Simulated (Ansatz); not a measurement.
Calculated with Ansatz (gas phase, PBE0-D4/def2-TZVP geometries, no zero-point term in ΔE). CBS: MP2 limit from def2 TZ/QZ plus the TZ coupled-cluster correction, frozen cores. DFT in def2-TZVPP. One conformer a species, not always the lowest.

Reaction (substitution at a C–C bond): `CC/C=C(/O)F` + `CCSS` → `CCSSCC` + `C=C(O)F`

| species | ωB97M-V energy (Eh) |
| --- | --- |
| `CC/C=C(/O)F` | -331.69813 |
| `CCSS` | -876.17561 |
| `CCSSCC` | -954.78857 |
| `C=C(O)F` | -253.08723 |

Work out ΔE.

ΔE = (-954.78857) + (-253.08723) − (-331.69813) − (-876.17561) = -0.00206 Eh = -5.4 kJ/mol. CCSD(T)/CBS gives -6.0 kJ/mol.

Largest T1 diagnostic among the species: 0.012.

In def2-TZVPP, CCSD(T) changes the Hartree–Fock value by −6.3 kJ/mol (the triples alone add −2.9 kJ/mol) and MP2 by −11.2 kJ/mol. The D4 term adds −6.2 kJ/mol with B3LYP and −3.4 kJ/mol with PBE0; it sums over pairs of atoms, weighted by their polarisabilities, and B3LYP, whose exchange is more repulsive, gets the larger term.

B3LYP here is the variant with VWN-RPA as its local correlation; programs differ in this.
